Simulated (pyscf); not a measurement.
Structures and frequencies: ωB97X-D3(BJ)/def2-SVP in PySCF. MP2 and CC: frozen core, UHF for open shells. ΔMP2 is the change of the MP2 total energy from the triple- to the quadruple-zeta basis.

For H₂N–GeH₃ (SMILES [NH2][GeH3]) + H• (SMILES [H]) → GeH₃• (SMILES [GeH3]) + NH₃ (SMILES N), a substitution at N (doublet surface; Ge–N broken, H–N formed), PBE/def2-TZVP gives ΔE‡ = -0.03 eV and ΔE = -1.11 eV (zero: the separated reactants). In which direction and how far do B3LYP-D3(BJ)/def2-TZVP, ωB97M-D3(BJ)/def2-TZVP, CCSD(T)/def2-TZVPP + ΔMP2(QZVPP) move these?

B3LYP-D3(BJ): ΔE‡ = 0.10 eV, ΔE = -1.17 eV; ωB97M-D3(BJ): ΔE‡ = 0.38 eV, ΔE = -1.12 eV; CCSD(T): ΔE‡ = 0.37 eV, ΔE = -1.07 eV. PBE's barrier lies under all of them, by 0.12 to 0.40 eV. Its reaction energy lies among theirs. Low barriers are usual for a GGA, whose delocalisation error favours stretched bonds. At PBE this geometry lies under the reactants; that is no barrier but a single point on another level's saddle; such a level's own saddle, if it has one, lies nearer that side and is low. Abstraction by the radical was not located in this set and often lies lower. This is the saddle that the search found; another between the same sides may lie lower. The angle at the attacked N is 137°. The CCSD(T) − MP2 part came from Ansatz, without density fitting, on the same reference. The frozen core leaves the outer d or s,p core shells of the metals and heavy elements correlated in the MP2 and CC values, and def2-TZVPP describes them poorly, which can shift differences by a few kcal/mol. Elements up to Kr have no core potential and no relativistic terms here.
